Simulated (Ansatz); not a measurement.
A nudged elastic band was laid between two geometries of CH6OSi (9 atoms, charge 0, multiplicity 1).

Level of theory: Ansatz 0.2.0, RKS PBE0/STO-3G.

```json
{"movable images": "5", "climbing image": "yes", "spring": "5.0 eV/Å²", "optimiser": "quadratic models (default)", "start path": "through a guess of the saddle point", "force threshold": "0.03 eV/Å", "iteration limit": "60", "end points": "relaxed"}
```

Initial state:

```xyz
9
Properties=species:S:1:pos:R:3
C -0.765 0.623 -0.577
Si 0.525 -0.608 -0.004
O 1.395 -0.064 1.368
H -1.270 0.255 -1.475
H -0.317 1.590 -0.821
H -1.532 0.793 0.184
H 1.518 -0.802 -1.032
H -0.144 -1.869 0.258
H 0.679 0.037 2.082
```

Final state:

```xyz
9
Properties=species:S:1:pos:R:3
C -0.798 0.600 -0.556
Si 0.415 -0.683 0.068
O 0.924 -0.384 1.677
H -1.144 0.341 -1.561
H -0.347 1.595 -0.610
H -1.678 0.668 0.090
H 1.540 -0.721 -0.847
H -0.211 -1.982 0.103
H 1.388 0.519 1.618
```

Problem. Which bonds break or form, and what moves?

Solution. No bond is made or broken. The dihedral C1–Si2–O3–H9 goes from 62 to -62°. The two ends are copies of one structure, up to a mirror image or an exchange of like atoms.

Problem. What energy profile does the band end with?

Solution. The run converged. The highest image is number 4 of 0 to 6, 6.2 kJ/mol above the ends, which have the same energy within 2 meV. The profile has 2 maxima (images 2, 4) with wells between them (image 3): this band takes more than one step, which may be the mechanism or a detour left from its start path. A vibrational analysis at the climbing image gives one clearly imaginary mode, 262i cm⁻¹: a first-order saddle point. Limits of this set-up: minimal basis.

```
image  path coordinate (Å)  energy (kJ/mol)  dihedral C1–Si2–O3–H9 (°)
    0                 0.00              0.0                         62
    1                 0.55              4.3                        102
    2                 1.11              4.8                        149
    3                 1.66              2.8                       -172
    4                 2.22              6.2                       -126
    5                 2.64              2.8                        -92
    6                 3.07              0.0                        -62
```

Problem. What is the geometry of the highest image?

Solution. 
```xyz
9
Properties=species:S:1:pos:R:3
C -0.821 0.631 -0.649
Si 0.358 -0.592 0.131
O 0.756 -0.073 1.720
H -1.131 0.290 -1.641
H -0.363 1.617 -0.763
H -1.723 0.752 -0.042
H 1.541 -0.730 -0.696
H -0.298 -1.882 0.199
H 1.771 -0.059 1.723
```

The band took 13 iterations and roughly 70 core-seconds.

Time of the run: 70 s on 1 thread of Intel(R) Xeon(R) 6975P-C (Granite Rapids), on a shared host, peak memory 0.18 GiB.
